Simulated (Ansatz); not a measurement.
```yaml
crystal:
  periodic: [false, false, false]
  atoms:
    - {symbol: P, position_ang: [-1.495601, -0.152907, -0.002414]}
    - {symbol: C, position_ang: [0.001608, 0.603584, 0.004656]}
    - {symbol: P, position_ang: [1.568624, -0.114625, 0.000411]}
    - {symbol: H, position_ang: [-2.263145, 1.028827, 0.006066]}
basis:
  gaussian: {orbitals: def2-TZVP}
magnetization: {spin_polarized: true, initial_magnetization: 3}
hamiltonian: {xc: pbe0}
relax: {f_tol: 0.004, max_steps: 80}
```

```sh
$ ansatz run in.yaml --threads 1 --pin off --events-out ev --progress --plain --max-ram 2176MiB
```

Steps of the relaxation (energy above the last step; positions in Å, forces in eV/Å):

```
4
step 1, 25.5 meV
P    -1.496   -0.153   -0.002    0.443    0.029    0.001
C     0.002    0.604    0.005   -0.600   -0.080   -0.001
P     1.569   -0.115    0.000    0.550   -0.193   -0.001
H    -2.263    1.029    0.006   -0.393    0.244    0.002
```

```
4
step 2, 7.3 meV
P    -1.490   -0.137   -0.002    0.348    0.121    0.001
C     0.015    0.598    0.005   -0.530   -0.079   -0.001
P     1.591   -0.124    0.000    0.310   -0.115   -0.001
H    -2.304    1.029    0.006   -0.128    0.074    0.000
```

```
4
step 3, 0.2 meV
P    -1.483   -0.125   -0.002   -0.008    0.030    0.000
C     0.015    0.592    0.005   -0.050   -0.008    0.000
P     1.608   -0.131    0.000    0.035   -0.004    0.000
H    -2.329    1.029    0.006    0.022   -0.017    0.000
```

```
4
step 6, 0.0 meV
P    -1.489   -0.127   -0.002    0.001   -0.001    0.000
C     0.011    0.582    0.004   -0.001    0.000    0.000
P     1.613   -0.124    0.000    0.000    0.000    0.000
H    -2.323    1.034    0.006    0.000    0.001    0.000
```

Close pairs at the end: P1–H4 1.429 Å, P1–C2 1.659 Å, C2–P3 1.751 Å.

A stationary point of unrestricted PBE0 after 6 steps, with ⟨S²⟩ = 3.795 against 3.75 for a pure state; no frequencies were run, so it isn't proven a minimum. 13 s on 1 thread of AMD EPYC 9R45, shared host.
